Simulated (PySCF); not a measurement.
## Working out the electron affinity of Al

Al⁻ [Ne] 3s2 3p2 (3P) → Al [Ne] 3s2 3p1 (2P). Calculation: PySCF 2.14, in x2c-QZVPPall with one added diffuse shell each of s, p, d, f type (10s7p5d3f1g, 86 functions); the spin-free X2C one-electron Hamiltonian (Gaussian nucleus). Frozen: 1s2. Energies in hartree (1 hartree = 27.21139 eV):

```json
{"part": "UHF", "Al⁻ (lower)": "-242.317760", "Al (upper)": "-242.317477"}
{"part": "MP2 opposite-spin", "Al⁻ (lower)": "-0.159862", "Al (upper)": "-0.154341"}
{"part": "MP2 same-spin", "Al⁻ (lower)": "-0.059704", "Al (upper)": "-0.052651"}
```

**Question.** What does Hartree-Fock give?

**Answer.** (-242.317477) − (-242.317760) = 0.000283 hartree = 0.008 eV.

**Question.** What do MP2 and SCS-MP2 (6/5 opposite-spin, 1/3 same-spin) give?

**Answer.** The opposite-spin parts differ by 0.150 eV and the same-spin parts by 0.192 eV. MP2: 0.008 + (0.150) + (0.192) = 0.350 eV. SCS-MP2: 0.008 + 1.2 × (0.150) + (0.192)/3 = 0.252 eV.

A first-order spin-orbit estimate adds -0.003 eV to MP2 (valence and next inner shell), giving 0.347 eV against 0.433 eV (measured; photodetachment measurements, as compiled on the Wikipedia data page of electron affinities).

What remains against the reference includes basis incompleteness, the frozen core and correlation beyond second order.
